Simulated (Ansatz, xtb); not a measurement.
# C3H4: which of two isomers lies lower

Structure X: `C=C=C`, a singlet. Structure Y: `C#CC`, a singlet. Both are isolated molecules in the gas phase, relaxed with r2SCAN-D4/def2-TZVP.

X (Å):

```xyz
7

C    -0.0328    2.7923    1.1839
C     0.4233    1.5771    1.2708
C     0.8794    0.3620    1.3578
H    -0.4481    3.1725    0.2560
H    -0.0122    3.4633    2.0367
H     0.2352   -0.4612    1.6500
H     1.9181    0.1339    1.1409
```

Y (Å):

```xyz
7

C    -0.1252   -0.7047    0.0353
C    -0.3291   -1.8401   -0.3054
C     0.1197    0.6630    0.4460
H    -0.5085   -2.8434   -0.6070
H     0.8915    1.1252   -0.1746
H     0.4537    0.7048    1.4859
H    -0.7880    1.2656    0.3592
```

Quicker runs give these differences E(Y) − E(X): GFN2-xTB −20.70 kJ/mol; HF/STO-3G −62.44 kJ/mol (at GFN2-xTB geometries); r2SCAN-D4/def2-SVP +10.89 kJ/mol (at GFN2-xTB geometries).

Q: Estimate which is lower in electronic energy at CCSD(T)/def2-TZVPP, and by roughly how much.

A: The CCSD(T)/def2-TZVPP calculation puts structure Y lower, by 4.66 kJ/mol.

Level by level:

```json
{"level": "GFN2-xTB", "geometry": "GFN2-xTB", "E(Y) − E(X) (kJ/mol)": "−20.70", "departure from the last row (kJ/mol)": "−16.04", "job, with rough time for the two": "optimisation, 0.11 s"}
{"level": "HF/STO-3G", "geometry": "GFN2-xTB", "E(Y) − E(X) (kJ/mol)": "−62.44", "departure from the last row (kJ/mol)": "−57.78", "job, with rough time for the two": "single point, 0.12 s"}
{"level": "r2SCAN-D4/def2-SVP", "geometry": "GFN2-xTB", "E(Y) − E(X) (kJ/mol)": "+10.89", "departure from the last row (kJ/mol)": "+15.55", "job, with rough time for the two": "single point, 1.5 s"}
{"level": "r2SCAN-D4/def2-TZVP", "geometry": "r2SCAN-D4/def2-TZVP", "E(Y) − E(X) (kJ/mol)": "+10.61", "departure from the last row (kJ/mol)": "+15.27", "job, with rough time for the two": "optimisation, 14 s"}
{"level": "HF/def2-TZVPP", "geometry": "r2SCAN-D4/def2-TZVP", "E(Y) − E(X) (kJ/mol)": "−5.99", "departure from the last row (kJ/mol)": "−1.33", "job, with rough time for the two": "part of the CCSD(T) run"}
{"level": "MP2/def2-TZVPP", "geometry": "r2SCAN-D4/def2-TZVP", "E(Y) − E(X) (kJ/mol)": "−18.74", "departure from the last row (kJ/mol)": "−14.08", "job, with rough time for the two": "part of the CCSD(T) run"}
{"level": "CCSD(T)/def2-TZVPP", "geometry": "r2SCAN-D4/def2-TZVP", "E(Y) − E(X) (kJ/mol)": "−4.66", "departure from the last row (kJ/mol)": "", "job, with rough time for the two": "single point, 26 s"}
```

As drawn, Y has 1 C≡C, 1 C–C in place of 2 C=C.

r2SCAN-D4/def2-SVP, r2SCAN-D4/def2-TZVP put the two in the other order. The largest departure from CCSD(T)/def2-TZVPP is that of HF/STO-3G, 57.78 kJ/mol.

With harmonic frequencies from r2SCAN-D4/def2-TZVP (ideal gas, rigid rotor, one conformer each, 298.15 K, 1 atm): on the last row, ΔE + ΔZPE = −3.19, ΔH = −2.75, ΔG = −4.15 kJ/mol.

Tabulated enthalpies of formation at 298 K are 190.2 kJ/mol for X (Active Thermochemical Tables 1.112) and 185.8 kJ/mol for Y (Active Thermochemical Tables 1.112), a difference of −4.33 kJ/mol. Calculated less tabulated ΔH, with the same thermal term: GFN2-xTB −14.46, HF/STO-3G −56.20, r2SCAN-D4/def2-SVP +17.13, r2SCAN-D4/def2-TZVP +16.84, HF/def2-TZVPP +0.25, MP2/def2-TZVPP −12.51, CCSD(T)/def2-TZVPP +1.58 kJ/mol.

The correlated steps freeze 3 core orbitals. Programs: Ansatz 0.2.0, xtb 6.7.1; the last row on 2 threads of Arm Neoverse V1 on a shared host.
